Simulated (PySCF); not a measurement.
## Working out the electron affinity of Al

Al⁻ [Ne] 3s2 3p2 (3P) → Al [Ne] 3s2 3p1 (2P). Computed with PySCF 2.14 in aug-cc-pV(T+d)Z, with the non-relativistic Hamiltonian (point nucleus). Frozen: [Ne]. Energies in hartree (1 hartree = 27.21139 eV):

| part | Al⁻ (lower) | Al (upper) |
| --- | --- | --- |
| UHF | -241.879810 | -241.879216 |
| MP2 opposite-spin | -0.039126 | -0.033537 |
| MP2 same-spin | -0.009779 | -0.002580 |

Q: What does Hartree-Fock give?

A: (-241.879216) − (-241.879810) = 0.000594 hartree = 0.016 eV.

Q: What do MP2 and SCS-MP2 (6/5 opposite-spin, 1/3 same-spin) give?

A: The opposite-spin parts differ by 0.152 eV and the same-spin parts by 0.196 eV. MP2: 0.016 + (0.152) + (0.196) = 0.364 eV. SCS-MP2: 0.016 + 1.2 × (0.152) + (0.196)/3 = 0.264 eV.

A first-order spin-orbit estimate adds -0.003 eV to MP2 (valence), giving 0.361 eV against 0.433 eV (measured; photodetachment measurements, as compiled on the Wikipedia data page of electron affinities).

What remains against the reference includes basis incompleteness, the frozen core and correlation beyond second order.
